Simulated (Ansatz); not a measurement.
```yaml
crystal:
  periodic: [false, false, false]
  atoms:
    - {symbol: N, position_ang: [-1.304451, 0.523252, -0.537141]}
    - {symbol: C, position_ang: [0.143619, 0.583329, -0.376313]}
    - {symbol: Si, position_ang: [0.717243, -0.746708, 0.827504]}
    - {symbol: H, position_ang: [-1.586760, -0.361350, -0.939366]}
    - {symbol: H, position_ang: [-1.636303, 1.251546, -1.156883]}
    - {symbol: H, position_ang: [0.409640, 1.550304, 0.064318]}
    - {symbol: H, position_ang: [0.719706, 0.502924, -1.312094]}
    - {symbol: H, position_ang: [0.237295, -2.077478, 0.358747]}
    - {symbol: H, position_ang: [0.178303, -0.501442, 2.189645]}
    - {symbol: H, position_ang: [2.204708, -0.775377, 0.884482]}
basis:
  gaussian: {orbitals: pcseg-2}
hamiltonian: {xc: {name: r2SCAN50}, dispersion: d4}
accuracy: high
multiplicity: 3
```

```sh
$ ansatz run in.yaml --threads 2 --pin off --events-out ev --progress --plain --max-ram 4352MiB
```

Shortened log:

```
Error: YAML parse error: error: line 18 column 1: unknown field `multiplicity`, expected one of crystal, accuracy, basis, kpoints, hamiltonian, magnetization, projection, total_charge, correlation, batch, efield, external_charges, scf, relax, neb, saddle, md, ramp, phonons, dielectric, real_time, elastic, magnetic_configurations, gw, evaluate, workflow, output, checkpoint, execution
16 | hamiltonian: {xc: {name: r2SCAN50}, dispersion: d4}
17 | accuracy: high
18 | multiplicity: 3
```

**Question.** Something in this input is off. What?

**Answer.** The input holds a key that doesn't belong there. The program refused the input.
